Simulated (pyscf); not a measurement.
**Substitution at Ge: `[GeH3][AsH2]` + `[H]` [doublet] → `[AsH2]` [doublet] + `[GeH4]`**

Gas phase, doublet surface, charge 0. Bonds broken: As1–Ge2. Bonds formed: Ge2–H8. Structures and frequencies: ωB97X-D3(BJ)/def2-SVP in PySCF.

Transition state (Å):

```xyz
8

As    -1.2026    -0.9667     1.1099
Ge    -0.4844     0.6203    -0.6714
H     -0.4795    -2.1326     0.4534
H     -2.5043    -1.2859     0.3910
H     -0.7870    -0.1987    -1.9359
H     -1.4224     1.7943    -0.3553
H      0.9912     0.7866    -0.2802
H      0.0541     1.8084    -2.0349
```

One imaginary mode, 675i cm⁻¹; descent along it reached the two sides named.

```json
[
 {"bond": "As1–Ge2", "change": "breaks", "reactant side (Å)": "2.404", "saddle": "2.491", "product side": "3.7"},
 {"bond": "Ge2–H8", "change": "forms", "reactant side (Å)": "3.7", "saddle": "1.887", "product side": "1.537"}
]
```

Electronic energies relative to the separated reactants (kcal/mol):

```tsv
level	barrier	reaction energy	reverse barrier
ωB97X-D3(BJ)/def2-TZVP	6.0	-20.1	26.1
PBE/def2-TZVP	-1.2	-22.9	21.6
r²SCAN/def2-TZVP	-2.3	-25.3	23.1
B3LYP-D3(BJ)/def2-TZVP	-0.3	-26.8	26.5
PBE0-D3(BJ)/def2-TZVP	1.7	-22.5	24.2
M06-2X/def2-TZVP	4.0	-27.2	31.2
ωB97M-D3(BJ)/def2-TZVP	5.1	-27.1	32.2
HF/def2-TZVP	17.4	-28.9	46.3
```

With ωB97M-D3(BJ)/def2-TZVP energies and thermal terms (ideal gas, 1 atm, RRHO with modes under 100 cm⁻¹ raised to 100, one conformer, R ln 2 for chiral ones without a mode under 150 cm⁻¹), in kcal/mol:

```
T (K)  ΔH‡   ΔG‡     ΔH     ΔG
-----  ---  ----  -----  -----
298    5.1  11.9  -25.4  -27.1
600    4.6  18.9  -26.8  -28.2
900    4.3  26.1  -28.2  -28.5
1200   3.9  33.5  -29.4  -28.5
```

At PBE, r²SCAN, B3LYP-D3(BJ) this geometry lies under the reactants; that is no barrier but a single point on another level's saddle; such a level's own saddle, if it has one, lies nearer that side and is low. This is the saddle that the search found; another between the same sides may lie lower. The angle at the attacked Ge is 179°. Elements up to Kr have no core potential and no relativistic terms here.
